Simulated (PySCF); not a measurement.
Ethanol, C2H6O.
Numbering: `[CH3:1][CH2:2][OH:3]` (hydrogens: H4, H5, H6 on C1; H7, H8 on C2; H9 on O3)

A GFN2-xTB structure was refined with PySCF, PBE0-D3(BJ)/def2-SVP geometry optimisation, gas phase. Its GFN2-xTB values:

| coordinate | GFN2-xTB |
| --- | --- |
| C1–C2 | 1.525 Å |
| C1–H4 | 1.086 Å |
| C2–O3 | 1.408 Å |
| C2–H7 | 1.100 Å |
| O3–H9 | 0.964 Å |
| C1–C2–O3 | 112.8° |
| C1–C2–H7 | 109.7° |
| C2–C1–H4 | 110.0° |
| C2–O3–H9 | 108.7° |
| O3–C2–H7 | 110.3° |
| O3–C2–H8 | 105.3° |
| H4–C1–H5 | 108.6° |
| H7–C2–H8 | 108.3° |

Question: How do these coordinates change at the PBE0-D3(BJ)/def2-SVP level?

Answer: 
| coordinate | PBE0-D3(BJ)/def2-SVP (Å or °) | change |
| --- | --- | --- |
| C1–H4 | 1.101 | +0.015 |
| C2–H7 | 1.110 | +0.010 |
| C1–C2 | 1.516 | -0.009 |
| C2–O3 | 1.402 | -0.006 |
| O3–H9 | 0.963 | -0.001 |
| H7–C2–H8 | 106.1 | -2.2 |
| O3–C2–H7 | 111.6 | +1.3 |
| H4–C1–H5 | 107.4 | -1.2 |
| C2–C1–H4 | 111.2 | +1.2 |
| O3–C2–H8 | 106.1 | +0.8 |
| C2–O3–H9 | 107.9 | -0.8 |
| C1–C2–O3 | 113.2 | +0.4 |
| C1–C2–H7 | 109.8 | +0.1 |

The energy falls by 0.021 eV over 3 energy and gradient evaluations, the largest force component goes from 0.0154 to 3.9e-04 Eh/bohr, and the atoms move by 0.019 Å rms after alignment. Among the bonds, C1–H4, C1–H5 and C1–H6 change most and about equally (+0.014 to +0.015 Å). Bonds longer at the end by more than 0.005 Å: 5 of 8; shorter: 2. Rotational constants go from 34623, 9277, 8185 to 34636, 9283, 8207 MHz.

The run used 72 basis functions and 20 SCF cycles in all. The run took 5.7 s of wall time on one thread of an Arm Neoverse N1, on a shared host, and the process peaked at 0.34 GiB of memory.

Stationary, but not proved a minimum. One conformer, not necessarily the lowest.

Conformer computed: `[CH3:1][CH2:2][OH:3]`: H–O3–C2–C1 -60°.
